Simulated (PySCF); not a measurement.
All values below come from PBE-D3(BJ)/def2-TZVP // B3LYP-D3(BJ)/def2-TZVP (PySCF). Isolated molecules, 0 K electronic values unless said otherwise. 

Reference species (SMILES): `[OH+]` (lower triplet) (charge +1, multiplicity 3).

The highest occupied spin orbital comes out as -23.47 eV.

Changed species: `O[S+]` (lower triplet) (S, X = hydroxy, multiplicity 3; the reference has O, X = H, multiplicity 3).

Problem. Give the shifts of the highest occupied spin orbital.

Solution. the highest occupied spin orbital increases by 9.06 eV, to -14.41 eV.
